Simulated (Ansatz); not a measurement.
What does this script print? It uses the Python package of Ansatz (0.2.0).

`ch4si.py`:
```python
# -*- coding: utf-8 -*-
import ansatz as az
import numpy as np

params = {
    "basis_set": "def2-SVP",
    "functional": "pbe0",
}

molecule = (
    az.Crystal.molecule()
    .atom("C", (1.2699, -0.4618, -0.4933))
    .atom("Si", (-0.472, 0.0091, -0.0149))
    .atom("H", (1.9886, 0.0543, 0.1757))
    .atom("H", (-0.7224, -0.3914, 1.3777))
    .atom("H", (-1.4255, -0.6746, -0.9012))
    .atom("H", (-0.6387, 1.4644, -0.1439))
)

model = (
    molecule.calculation()
    .basis(gaussian=params["basis_set"])
    .functional(params["functional"])
    .spin("collinear", total=2)
)
symbols = [site.symbol for site in molecule.cartesian_sites]
pairs = [(0, 1), (0, 2), (1, 3), (1, 4), (1, 5)]
print("held (A)   E (eV)        ", "  ".join(f"{symbols[i]}{i}-{symbols[j]}{j}" for i, j in pairs))
for length in [1.35, 1.47, 1.59, 1.76, 1.99]:
    data = model.relax(constraints=[az.DistanceConstraint((1, 5), at=length)], force_tolerance=0.02, max_steps=60).run(threads=1, backend="cpu").report
    xyz = np.array(data["positions_ang"])
    print(f"{length:6.2f} {data['free_energy_ev']:14.5f}  ", "  ".join(f"{np.linalg.norm(xyz[i] - xyz[j]):.3f}" for i, j in pairs))
```

```console
$ python ch4si.py
held (A)   E (eV)         C0-Si1  C0-H2  Si1-H3  Si1-H4  Si1-H5
DeckWarning: relax.constraints: the input's atoms, or those drawn, lie off the distances that are held; a relaxation that starts there is brought onto them ahead of its first SCF, by positions alone, an atom by 6.02e-2 Å at the most. With the symmetry detection on, the symmetry is detected on the input's atoms as so brought (as typed, where only the drawn atoms reach the distances), and notices that speak of the structure as typed mean those atoms
  1.35    -8967.65094   1.824  1.089  1.501  1.497  1.350
  1.47    -8967.88203   1.822  1.089  1.499  1.495  1.470
  1.59    -8967.82540   1.818  1.089  1.497  1.494  1.590
  1.76    -8967.47907   1.813  1.089  1.495  1.492  1.760
  1.99    -8966.81122   1.801  1.088  1.492  1.489  1.990
```
(Warnings from the package without file and line, repeats left out.)

Notes:
- Total energies depend on the basis set; only differences at equal settings carry meaning.
- The energies are electronic: no zero-point or thermal terms, and the basis set is short of its limit.
- The species is open-shell (spin multiplicity 3).
- Timing: 74 s on 1 thread of Arm Neoverse V1, on a shared host, peak memory 0.19 GiB.

(A comment or docstring line of the script was reworded after the run, the code is as it ran; lines on the test bed's own set-up are left out of the output.)
